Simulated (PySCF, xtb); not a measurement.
CS2, SMILES S=C=S (connectivity only; charge and spin as stated), charge -1, multiplicity 2.

Harmonic wavenumbers (cm⁻¹) from GFN2-xTB run with xtb at its own minimum, in rising order: 304, 733, 1241.

Problem. What does PBE0-D3(BJ)/def2-TZVPD (PySCF 2.14.0) give at its own minimum? (Estimate from the structure and the level; the computed values follow.)

Solution. 319, 663, 1230. Paired by order, the mean absolute difference is 32 cm⁻¹ and the zero-point energies are 3.3 and 3.2 kcal/mol.
